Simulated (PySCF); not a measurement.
Dissociation curve of SMILES CC (C2H6). The C1–H8 bond (C1 also carries C, H, H; H8 carries nothing else) is varied alone, starting from the PBE0/def2-TZVP optimised geometry.

UHF/def2-TZVP (PySCF); RHF/def2-TZVP (PySCF); UKS-PBE = unrestricted PBE/def2-TZVP (PySCF); RKS-PBE = PySCF with restricted PBE/def2-TZVP; UKS-PBE0 = unrestricted PBE0/def2-TZVP in PySCF; RKS-PBE0 = restricted PBE0/def2-TZVP run with PySCF; UKS-B3LYP/6-31G* = PySCF with unrestricted B3LYP/6-31G*, spherical d; RKS-B3LYP/6-31G* = restricted B3LYP/6-31G*, spherical d (PySCF); UKS-B3LYP/3-21G = unrestricted B3LYP/3-21G run with PySCF; RKS-B3LYP/3-21G = restricted B3LYP/3-21G (PySCF); UKS-M06-2X/6-31G* = unrestricted M06-2X/6-31G*, spherical d (PySCF); RKS-M06-2X/6-31G* = restricted M06-2X/6-31G*, spherical d run with PySCF 2.14.0.

Scanned distances (Å): 0.82, 0.87, 0.93, 0.99, 1.02, 1.07, 1.09, 1.14, 1.17, 1.21, 1.27, 1.36, 1.46, 1.63, 1.78, 1.97, 2.19, 2.42, 2.65, 2.98, 3.25.

**Question.** Where does the unrestricted solution first break spin symmetry (<S²> of 0.01 or more)?

**Answer.** UHF: between 1.63 and 1.78 Å; UKS-PBE: between 2.19 and 2.42 Å; UKS-PBE0: between 1.97 and 2.19 Å; UKS-B3LYP/6-31G*: between 1.97 and 2.19 Å; UKS-B3LYP/3-21G: between 1.97 and 2.19 Å; UKS-M06-2X/6-31G*: between 1.97 and 2.19 Å.

| R / Å | <S²> UHF | E(RHF) − E(UHF) / kJ/mol | <S²> UKS-PBE | E(RKS-PBE) − E(UKS-PBE) / kJ/mol | <S²> UKS-PBE0 | E(RKS-PBE0) − E(UKS-PBE0) / kJ/mol | <S²> UKS-B3LYP/6-31G* | E(RKS-B3LYP/6-31G*) − E(UKS-B3LYP/6-31G*) / kJ/mol | <S²> UKS-B3LYP/3-21G | E(RKS-B3LYP/3-21G) − E(UKS-B3LYP/3-21G) / kJ/mol | <S²> UKS-M06-2X/6-31G* | E(RKS-M06-2X/6-31G*) − E(UKS-M06-2X/6-31G*) / kJ/mol |
|---|---|---|---|---|---|---|---|---|---|---|---|---|
| 0.82 | 0.00 | 0.0 | 0.00 | 0.0 | 0.00 | 0.0 | 0.00 | 0.0 | 0.00 | 0.0 | 0.00 | 0.0 |
| 0.87 | 0.00 | 0.0 | 0.00 | 0.0 | 0.00 | 0.0 | 0.00 | 0.0 | 0.00 | 0.0 | 0.00 | 0.0 |
| 0.93 | 0.00 | 0.0 | 0.00 | 0.0 | 0.00 | 0.0 | 0.00 | 0.0 | 0.00 | 0.0 | 0.00 | 0.0 |
| 0.99 | 0.00 | 0.0 | 0.00 | 0.0 | 0.00 | 0.0 | 0.00 | 0.0 | 0.00 | 0.0 | 0.00 | 0.0 |
| 1.02 | 0.00 | 0.0 | 0.00 | 0.0 | 0.00 | 0.0 | 0.00 | 0.0 | 0.00 | 0.0 | 0.00 | 0.0 |
| 1.07 | 0.00 | 0.0 | 0.00 | 0.0 | 0.00 | 0.0 | 0.00 | 0.0 | 0.00 | 0.0 | 0.00 | 0.0 |
| 1.09 | 0.00 | 0.0 | 0.00 | 0.0 | 0.00 | 0.0 | 0.00 | 0.0 | 0.00 | 0.0 | 0.00 | 0.0 |
| 1.14 | 0.00 | 0.0 | 0.00 | 0.0 | 0.00 | 0.0 | 0.00 | 0.0 | 0.00 | 0.0 | 0.00 | 0.0 |
| 1.17 | 0.00 | 0.0 | 0.00 | 0.0 | 0.00 | 0.0 | 0.00 | 0.0 | 0.00 | 0.0 | 0.00 | 0.0 |
| 1.21 | 0.00 | 0.0 | 0.00 | 0.0 | 0.00 | 0.0 | 0.00 | 0.0 | 0.00 | 0.0 | 0.00 | 0.0 |
| 1.27 | 0.00 | 0.0 | 0.00 | 0.0 | 0.00 | 0.0 | 0.00 | 0.0 | 0.00 | 0.0 | 0.00 | 0.0 |
| 1.36 | 0.00 | 0.0 | 0.00 | 0.0 | 0.00 | 0.0 | 0.00 | 0.0 | 0.00 | 0.0 | 0.00 | 0.0 |
| 1.46 | 0.00 | 0.0 | 0.00 | 0.0 | 0.00 | 0.0 | 0.00 | 0.0 | 0.00 | 0.0 | 0.00 | 0.0 |
| 1.63 | 0.00 | 0.0 | 0.00 | 0.0 | 0.00 | 0.0 | 0.00 | 0.0 | 0.00 | 0.0 | 0.00 | 0.0 |
| 1.78 | 0.31 | 9.6 | 0.00 | 0.0 | 0.00 | 0.0 | 0.00 | 0.0 | 0.00 | 0.0 | 0.00 | 0.0 |
| 1.97 | 0.61 | 48.6 | 0.00 | 0.0 | 0.00 | 0.0 | 0.00 | 0.0 | 0.00 | 0.0 | 0.00 | 0.0 |
| 2.19 | 0.80 | 107.6 | 0.00 | 0.0 | 0.42 | 10.9 | 0.32 | 7.0 | 0.33 | 7.7 | 0.48 | 10.3 |
| 2.42 | 0.90 | 170.6 | 0.49 | 10.3 | 0.70 | 40.5 | 0.62 | 30.8 | 0.63 | 32.9 | 0.00 | 0.0 |
| 2.65 | 0.95 | 228.7 | 0.74 | 31.4 | 0.85 | 74.6 | 0.79 | 60.4 | 0.80 | 64.2 | 0.00 | 0.0 |
| 2.98 | 0.99 | 300.3 | 0.91 | 63.9 | 0.95 | 120.3 | 0.92 | 102.1 | 0.93 | 108.2 | 0.00 | 0.0 |
| 3.25 | 1.00 | 349.0 | 0.96 | 86.7 | 0.98 | 151.2 | 0.00 | — | 0.97 | 139.4 | 0.00 | 0.0 |

A dash means that the run gave no value there, or that the column was ended at a point which the program doubted or which failed a test of continuity chosen for this set; such a test can also cut sound points.
